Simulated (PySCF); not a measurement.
# Simulated absorption spectrum

Compound: C₄H₅P.
Numbering: `[CH2:1]=[CH:2][CH2:3][C:4]#[P:5]` (hydrogens: H6, H7 on C1; H8 on C2; H9, H10 on C3)

Computed with TDDFT B3LYP/def2-SVPD, vertical, gas phase, core orbitals frozen in the response (PySCF 2.14.0, density-fitted response routines). Isolated species at its GFN2-xTB geometry (one conformer only). Torsions of this conformer, `[CH2:1]=[CH:2][CH2:3][C:4]#[P:5]`: C1–C2–C3–C4 -117°.

Each state is given a Gaussian of 0.25 eV full width at half maximum, with ε(max) = 2.175×10⁸ f / Δν̃ (Δν̃ the width in cm⁻¹). The cross-section is σ = 3.8235×10⁻²¹ ε cm², given in Mb (10⁻¹⁸ cm²). The width is an assumption, not a result. The curve ends short of the highest state used, and states not computed would add to its high-energy end.

| λ (nm) | σ (Mb) |
| --- | --- |
| 198.9 | 41.42 |
| 202.1 | 15.35 |
| 205.3 | 2.73 |
| 208.5 | 0.97 |
| 211.7 | 4.40 |
| 214.9 | 13.65 |
| 218.0 | 22.32 |
| 221.2 | 20.41 |
| 224.4 | 10.61 |
| 227.6 | 3.27 |
| 230.8 | 0.62 |
| 234.0 | 0.08 |
| 237.2 | 0.01 |
| 240.4 | 0.00 |
| 243.6 | 0.00 |
| 246.8 | 0.00 |
| 250.0 | 0.03 |
| 253.2 | 0.16 |
| 256.4 | 0.52 |
| 259.6 | 1.20 |
| 262.8 | 2.00 |
| 266.0 | 2.47 |
| 269.1 | 2.32 |
| 272.3 | 1.68 |
| 275.5 | 0.96 |
| 278.7 | 0.44 |
| 281.9 | 0.17 |
| 285.1 | 0.06 |
| 288.3 | 0.02 |
| 291.5 | 0.01 |
| 294.7 | 0.00 |
| 297.9 | 0.00 |
| 301.1 | 0.00 |
| 304.3 | 0.00 |
| 307.5 | 0.00 |
| 310.7 | 0.00 |

Task: Locate the maxima and give the states behind the curve.

Result: 267 nm (4.65 eV), ε about 650, made up of S2 (55%) and S3 (45%); 219 nm (5.66 eV), ε about 6000, made up of S4 (98%) (ε in L mol⁻¹ cm⁻¹; maxima over ε = 5, shares over 10%). At its high-energy end, 6.23 eV, the curve is still rising (ε about 11000, from S6 and S7). The states used: S1 4.37 eV (f 0.0000); S2 4.64 eV (f 0.0033); S3 4.65 eV (f 0.0027); S4 5.66 eV (f 0.055); S5 5.77 eV (f 0.0018); S6 6.29 eV (f 0.099); S7 6.37 eV (f 0.034); S8 6.83 eV (f 0.039).

Task: What would ε be at 5.66 eV, the highest of these maxima, with half the width (0.125 eV)?

Result: About 11900 L mol⁻¹ cm⁻¹ against 6050, a factor of about 1.97; a lone state at its own centre would give exactly 2.

Task: Coming from long wavelengths, where does ε first pass 100 L mol⁻¹ cm⁻¹?

Result: At about 279 nm (4.44 eV), 0.08 eV above S1.

Task: On this curve, what absorbance would a 10⁻⁴ mol/L sample give at 254 nm over a 1 cm path?

Result: 254 nm is 4.881 eV, where ε is about 58 L mol⁻¹ cm⁻¹, so A = ε c l ≈ 0.0058 (Beer–Lambert, with the gas-phase spectrum and the assumed width).
